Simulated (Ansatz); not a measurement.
**[CF3]+ (SMILES F[C+](F)F) at 6 levels**

Aim: a comparison of 6 runs (UHF/STO-3G, PBE0/STO-3G, SVWN5/STO-3G, r2SCAN/STO-3G, UMP2/STO-3G, UCCSD(T)/STO-3G) of [CF3]+. 

Program for the calculation: Ansatz 0.2.0.

5 further runs of the same task are left out: 5 that didn't finish.

### 1 The system as given

[CF3]+: 4 atoms, total charge +1, spin state singlet. As SMILES, `F[C+](F)F`. The F3–C2 distance was set to 1.537 Å, away from the relaxed value.

Bond lengths: F1–C2 1.230 Å, C2–F3 1.537 Å, C2–F4 1.230 Å. Angles: F1–C2–F3 120.0°, F1–C2–F4 120.0°, F3–C2–F4 120.0°.

### 2 A single-point energy at UHF/STO-3G (run 1)

molecule.yaml reads:

```yaml
crystal:
  periodic: [false, false, false]
  atoms:
    - symbol: F
      position_ang: [0.850986, 0.128767, 1.115258]
    - symbol: C
      position_ang: [0.152386, 0.243367, 0.109858]
    - symbol: F
      position_ang: [-0.609500, -0.973400, -0.439400]
    - symbol: F
      position_ang: [0.063386, 1.331367, -0.456142]
basis:
  gaussian:
    orbitals: STO-3G
total_charge: 1
magnetization:
  spin_polarized: true
hamiltonian:
  xc: hf
accuracy: high
```

Run with:

```
$ ansatz run molecule.yaml --threads 1 --pin off --max-ram 2610MiB --events-out events.jsonl --progress --plain --runs-dir runs
```

The program printed:

```text
Warning: RAYON_NUM_THREADS=1 ignored (pool sized by the plan → 1); use --threads N
Functional definition: HF
  name "HF"
  exchange = exact_x
  correlation = 0
368 factors; integrals over basis functions are off by at most 3.3e-8 eV
mean field evaluation 1: about -9004.0319 eV, gradient 3.2e1 eV
mean field evaluation 2: about -9004.1218 eV, gradient 3.3e1 eV
mean field evaluation 4: about -9011.7152 eV, gradient 2.3e0 eV
mean field evaluation 8: about -9011.8078 eV, gradient 7.4e-2 eV
mean field evaluation 16: about -9007.8716 eV, gradient 2.2e0 eV
mean field -9011.80780735 eV, -331.1778284974 hartree, gradient 1.2e-8 eV, S^2 0.000000; 0 other end points of the search recorded, 0 dependent functions left out
reference -9011.80780735 eV, -331.1778284974 hartree; 16, 16 occupied and 4, 4 virtual orbitals, 368 factors
Total energy: -9011.80780735 eV, -331.1778284974 hartree
```

Wall time 0.24 s (1 thread of Arm Neoverse V2, shared host).

### 3 The energy at PBE0/STO-3G (run 2)

job.yaml reads:

```yaml
crystal:
  periodic: [false, false, false]
  atoms:
    - {symbol: F, position_ang: [0.850986, 0.128767, 1.115258]}
    - {symbol: C, position_ang: [0.152386, 0.243367, 0.109858]}
    - {symbol: F, position_ang: [-0.609500, -0.973400, -0.439400]}
    - {symbol: F, position_ang: [0.063386, 1.331367, -0.456142]}
basis:
  gaussian:
    orbitals: STO-3G
total_charge: 1
hamiltonian:
  xc: pbe0
accuracy: high
```

Run with:

```
$ ansatz run job.yaml --threads 1 --pin off --max-ram 2610MiB --events-out events.jsonl --progress --plain --runs-dir runs
```

The program printed:

```text
Warning: RAYON_NUM_THREADS=1 ignored (pool sized by the plan → 1); use --threads N
Functional definition: PBE0
  name "PBE0"
  parameter a = 0.25
  parameter kappa = 0.804
  parameter beta = 0.06672455060314922
  exchange = (1 - a)*pbe_x(kappa = kappa, mu = beta*pi^2/3) + a*exact_x
  correlation = pbe_c(beta = beta)
368 factors; integrals over basis functions are off by at most 3.3e-8 eV
mean field evaluation 1: about -9035.2751 eV, gradient 3.7e1 eV
mean field evaluation 2: about -9006.3937 eV, gradient 1.1e2 eV
mean field evaluation 4: about -9039.8135 eV, gradient 4.5e0 eV
mean field evaluation 8: about -9039.8842 eV, gradient 8.2e-2 eV
mean field evaluation 16: about -9039.8842 eV, gradient 7.6e-6 eV
mean field -9039.88423638 eV, -332.2096182332 hartree, gradient 4.7e-8 eV, S^2 0.000000; 0 other end points of the search recorded, 0 dependent functions left out
reference -9039.88423697 eV, -332.2096182550 hartree; 16, 16 occupied and 4, 4 virtual orbitals, 368 factors
Total energy: -9039.88423697 eV, -332.2096182550 hartree
```

Wall time 0.9 s (1 thread of Arm Neoverse V2, shared host); peak memory 0.091 GiB.

### 4 A single-point energy at SVWN5/STO-3G (run 3)

input.yaml reads:

```yaml
crystal:
  periodic: [false, false, false]
  atoms:
    - {symbol: F, position_ang: [0.850986, 0.128767, 1.115258]}
    - {symbol: C, position_ang: [0.152386, 0.243367, 0.109858]}
    - {symbol: F, position_ang: [-0.609500, -0.973400, -0.439400]}
    - {symbol: F, position_ang: [0.063386, 1.331367, -0.456142]}
basis:
  gaussian:
    orbitals: STO-3G
accuracy: high
hamiltonian:
  xc: {name: SVWN5}
total_charge: 1
```

Run with:

```
$ ansatz run input.yaml --threads 1 --pin off --max-ram 2610MiB --events-out events.jsonl --progress --plain --runs-dir runs
```

The program printed:

```text
Warning: RAYON_NUM_THREADS=1 ignored (pool sized by the plan → 1); use --threads N
Functional definition: SVWN5
  name "SVWN5"
  exchange = slater_x
  correlation = vwn5_c
368 factors; integrals over basis functions are off by at most 3.3e-8 eV
mean field evaluation 1: about -8983.0648 eV, gradient 2.9e1 eV
mean field evaluation 2: about -8924.9538 eV, gradient 1.3e2 eV
mean field evaluation 4: about -8985.8497 eV, gradient 2.8e0 eV
mean field evaluation 8: about -8985.8060 eV, gradient 2.4e-1 eV
mean field evaluation 16: about -8985.8062 eV, gradient 6.4e-6 eV
mean field -8985.80622880 eV, -330.2222881102 hartree, gradient 5.4e-8 eV, S^2 0.000000; 0 other end points of the search recorded, 0 dependent functions left out
reference -8985.80622956 eV, -330.2222881382 hartree; 16, 16 occupied and 4, 4 virtual orbitals, 368 factors
Total energy: -8985.80622956 eV, -330.2222881382 hartree
```

Run time: 0.52 s. Hardware: 1 thread of Arm Neoverse V2, shared host; peak memory 0.088 GiB.

Runs 4 to 5 aren't shown in full; the table further down has their settings and results.

### 5 The energy at UCCSD(T)/STO-3G (run 6)

in.yaml reads:

```yaml
crystal:
  periodic: [false, false, false]
  atoms:
    - {symbol: F, position_ang: [0.850986, 0.128767, 1.115258]}
    - {symbol: C, position_ang: [0.152386, 0.243367, 0.109858]}
    - {symbol: F, position_ang: [-0.609500, -0.973400, -0.439400]}
    - {symbol: F, position_ang: [0.063386, 1.331367, -0.456142]}
basis:
  gaussian: {orbitals: STO-3G}
total_charge: 1
magnetization: {spin_polarized: true}
correlation: {method: ccsd_t, frozen_orbitals: {C: 1, F: 1}}
accuracy: high
scf: {omitted_lower_state_checks: [cluster_reference, increment]}
```

Run with:

```
$ ansatz run in.yaml --threads 1 --pin off --max-ram 2610MiB --events-out events.jsonl --progress --plain --runs-dir runs
```

The program printed:

```text
Warning: RAYON_NUM_THREADS=1 ignored (pool sized by the plan → 1); use --threads N
[... 12 lines left out ...]
4 core orbitals not correlated: weight in the atoms' cores, before any rotation towards them, 1.000 or more for the frozen orbitals, at most 0.000 for the correlated occupied ones
[... 23 lines left out ...]
Total energy: -9016.95449497 eV, -331.3669657790 hartree
Checks for a lower state left out: cluster_reference, increment
```

Run time: 0.34 s. Hardware: 1 thread of Arm Neoverse V2, shared host.

### 6 All runs side by side

```
run            level  frozen core orbitals  energy (Eh)  wall time
  1       UHF/STO-3G                     –  -331.177828     0.24 s
  2      PBE0/STO-3G                     –  -332.209618      0.9 s
  3     SVWN5/STO-3G                     –  -330.222288     0.52 s
  4    r2SCAN/STO-3G                     –  -332.407064      2.4 s
  5      UMP2/STO-3G                     4  -331.327529     0.26 s
  6  UCCSD(T)/STO-3G                     4  -331.366966     0.34 s
```

### 7 Results

```
                                          quantity          value
                               run 6: total energy  -331.36697 Eh
run 6: correlation energy (4 core orbitals frozen)     -189.1 mEh
                             run 6: (T) correction     -13.38 mEh
                              run 6: T1 diagnostic          0.023
```

What this shows: Below the UHF energy at the same shape and in the same basis (STO-3G): UMP2 -149.7 mEh; UCCSD(T) -189.1 mEh. Totals of different functionals can't be ranked against each other. In runs 1, 2, 3, 4, 5, 6 the basis is minimal, so the values are rough. All runs together took 4.6 s, the longest 2.4 s.
